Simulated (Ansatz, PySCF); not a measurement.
The pair A = C2H2 (SMILES C#C) (first 4 atoms), B = C2H2 (SMILES C#C); geometry from NCB31 set.
(charge 0, multiplicity 1):
| atom | x (Å) | y (Å) | z (Å) |
|---|---|---|---|
| C | -0.4125 | 1.6782 | 0.0000 |
| C | 0.4125 | 2.5616 | 0.0000 |
| H | -1.1320 | 0.8908 | 0.0000 |
| H | 1.1347 | 3.3458 | 0.0000 |
| C | 0.4125 | -1.6782 | 0.0000 |
| C | -0.4125 | -2.5616 | 0.0000 |
| H | 1.1320 | -0.8908 | 0.0000 |
| H | -1.1347 | -3.3458 | 0.0000 |

Correlated levels freeze the cores. Rows in 6-31G* carry no dispersion term and start afresh at each structure (6-31G* with six Cartesian d functions). MP2/6-31G* freezes PySCF's default core.

Run with Ansatz (a quantum-chemistry and plane-wave program) with Gaussian orbitals; PySCF for 6-31G* rows. Each number belongs to the level named beside it.

Total energies (hartree), monomers frozen at their geometry in the pair:

```
structure              PBE/def2-TZVPPD    MP2/6-31G*  MP2/aug-cc-pVDZ
---------------------  ---------------  ------------  ---------------
AB                        -154.5066077  -154.1357002     -154.1869113
A in the pair's basis      -77.2525498   -77.0672614      -77.0924418
B in the pair's basis      -77.2525498   -77.0672614      -77.0924418
A                          -77.2524901   -77.0666453      -77.0919453
B                          -77.2524901   -77.0666453      -77.0919453
```

**Question.** Work out the interaction energy without and with the counterpoise correction, and the superposition error, for each level.

**Answer.** 
E(AB) − E(A) − E(B), times 627.509 kcal/mol, with the monomers in their own basis and then in the pair's basis:
- PBE/def2-TZVPPD: -1.02 uncorrected, -0.95 corrected; the monomers gain 0.07 kcal/mol from borrowed functions
- MP2/6-31G*: -1.51 uncorrected, -0.74 corrected; the monomers gain 0.77 kcal/mol from borrowed functions
- MP2/aug-cc-pVDZ: -1.90 uncorrected, -1.27 corrected; the monomers gain 0.62 kcal/mol from borrowed functions
